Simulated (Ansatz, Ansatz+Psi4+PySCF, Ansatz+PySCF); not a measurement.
```xyz
5

C     0.6875    0.0296   -0.0820
O    -0.6721   -0.1257    0.0304
H    -1.0918    0.7403   -0.0952
H     1.1228    0.9753    0.2260
H     1.2211   -0.8881    0.1180
```

Basis set: cc-pVTZ (spherical functions). Correlated methods keep 2 orbitals frozen. Correlation on ROHF uses semicanonical orbitals with singles. Charge 0, multiplicity 2.

Computed with Ansatz (development build ahead of 0.2.0); free ground-state atoms in the same class of orbitals, no zero-point energy, no relativity.

The atomization energy of doublet CH3O from measured heats of formation, zero-point and thermal terms removed is 17.755 eV (G2/97 set, Curtiss et al., J. Chem. Phys. 106, 1063 (1997), as shipped with ASE); it holds spin-orbit and other relativistic effects.

Task: How far do ROHF-CCSD(T), UHF-CCSD(T), ROHF-MP2, UHF-MP2 miss it in this basis?

Result:

```json
{"method": "ROHF-CCSD(T)", "atomization energy (eV)": "17.249", "computed − measured (eV)": "-0.506"}
{"method": "UHF-CCSD(T)", "atomization energy (eV)": "17.244", "computed − measured (eV)": "-0.511"}
{"method": "ROHF-MP2", "atomization energy (eV)": "17.493", "computed − measured (eV)": "-0.262"}
{"method": "UHF-MP2", "atomization energy (eV)": "17.485", "computed − measured (eV)": "-0.270"}
```
